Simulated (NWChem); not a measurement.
Species: phosphine (PH$_{3}$); SMILES P

```xyz
4

P      0.0000     0.0000     0.1529
H      0.4056    -1.1273    -0.6486
H     -1.1791     0.2124    -0.6486
H      0.7735     0.9150    -0.6486
```
Atoms are numbered in this order, from 1.

Computed with NWChem. The geometry was optimised at PBE-D3(BJ)/def2-SVP. Ions are spin-unrestricted doublets at the neutral geometry; other ion states weren't tried.

| level | basis functions | vertical ionisation energy, ΔSCF (eV) | −ε(HOMO) (eV) | ΔSCF minus −ε(HOMO) (eV) |
|---|---|---|---|---|
| CAM-B3LYP/3-21G | 19 | 10.59 | 9.02 | 1.57 |
| CAM-B3LYP/pcseg-1 | 33 | 10.64 | 9.25 | 1.39 |
| CAM-B3LYP/aug-pcseg-1 | 54 | 10.65 | 9.28 | 1.37 |
| CAM-B3LYP/pcseg-2 | 76 | 10.65 | 9.30 | 1.35 |
| CAM-B3LYP/def2-TZVPP | 84 | 10.65 | 9.29 | 1.36 |
